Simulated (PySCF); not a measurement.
C5H8N (doublet state).
Structure used (GFN2-xTB), in Å, numbered top down from 1:
```xyz
14
C5H8N angstrom
C      1.9972   -0.8289    0.4126
N      1.2717   -0.1387    1.1665
C      0.6798    1.0873    0.6795
C     -0.6713    0.7617    0.1801
C     -1.8008    0.0177    0.7370
C     -1.2018   -0.3489   -0.6127
H      2.2873   -0.5477   -0.6055
H      2.3728   -1.7698    0.7873
H      1.2755    1.5372   -0.1313
H      0.6161    1.7801    1.5227
H     -1.6320   -0.6307    1.5890
H     -2.7828    0.4721    0.7346
H     -1.7914   -0.1304   -1.4932
H     -0.6208   -1.2615   -0.7088
```

The hyperfine couplings belong to this conformer and change with its torsions.

Identity: `C=NC[C]1CC1` [radical].

Method used: UKS B3LYP, pcH-1 on C H N, non-relativistic, mean-field spin-orbit, GIAO in PySCF 2.14.0. Geometry: GFN2-xTB, one conformer, isolated molecule. The geometry wasn't refined by DFT: couplings that depend on bond lengths, twists or pyramidal angles can differ widely from those at the functional's own minimum. The SCF solution wasn't tested for stability.

Question: Where do the isotropic ENDOR lines of C4, C5/C6, C1, C3, N2, H11/H12/H13/H14, H9/H10 and H8 fall at 3365.2 mT, to first order?

Answer: For S = 1/2 in fast tumbling each set of equivalent nuclei gives two lines, ν± = |νn ± a/2| to first order, with νn = g_N μN B/h and μN/h = 7.62259 MHz/T.

```json
{"nuclei": "C4", "isotope": "13C", "g_N": "1.4048", "νn (MHz)": "36.04", "a_iso (MHz)": "259.99", "lower line (MHz)": "93.96", "upper line (MHz)": "166.03"}
{"nuclei": "C5/C6", "isotope": "13C", "g_N": "1.4048", "νn (MHz)": "36.04", "a_iso (MHz)": "-17.05", "lower line (MHz)": "27.51", "upper line (MHz)": "44.56"}
{"nuclei": "C1", "isotope": "13C", "g_N": "1.4048", "νn (MHz)": "36.04", "a_iso (MHz)": "1.69", "lower line (MHz)": "35.19", "upper line (MHz)": "36.88"}
{"nuclei": "C3", "isotope": "13C", "g_N": "1.4048", "νn (MHz)": "36.04", "a_iso (MHz)": "1.08", "lower line (MHz)": "35.50", "upper line (MHz)": "36.58"}
{"nuclei": "N2", "isotope": "14N", "g_N": "0.4038", "νn (MHz)": "10.36", "a_iso (MHz)": "13.62", "lower line (MHz)": "3.55", "upper line (MHz)": "17.17"}
{"nuclei": "H11/H12/H13/H14", "isotope": "1H", "g_N": "5.5857", "νn (MHz)": "143.28", "a_iso (MHz)": "65.24", "lower line (MHz)": "110.66", "upper line (MHz)": "175.90"}
{"nuclei": "H9/H10", "isotope": "1H", "g_N": "5.5857", "νn (MHz)": "143.28", "a_iso (MHz)": "19.37", "lower line (MHz)": "133.60", "upper line (MHz)": "152.97"}
{"nuclei": "H8", "isotope": "1H", "g_N": "5.5857", "νn (MHz)": "143.28", "a_iso (MHz)": "3.38", "lower line (MHz)": "141.59", "upper line (MHz)": "144.97"}
```

The rows for 13C, of low natural abundance, apply to labelled samples.

Question: Which pairs are centred on the nuclear Larmor frequency, and which on half the coupling?

Answer: Centred on νn, since |a| < 2νn: C5/C6, C1, C3, N2, H11/H12/H13/H14, H9/H10 and H8. Centred on |a|/2 and split by 2νn: C4.

Nuclei that the bonding pattern makes equivalent are averaged, as if the motion that swaps them (rotation, inversion, ring flip) were fast. The 1H value of +65.2 MHz is a mean of couplings from 47.8 to 83.4 MHz in this one geometry, not an average over conformers. The 1H value of +19.4 MHz is a mean of couplings from 10.8 to 28.0 MHz in this one geometry, not an average over conformers.
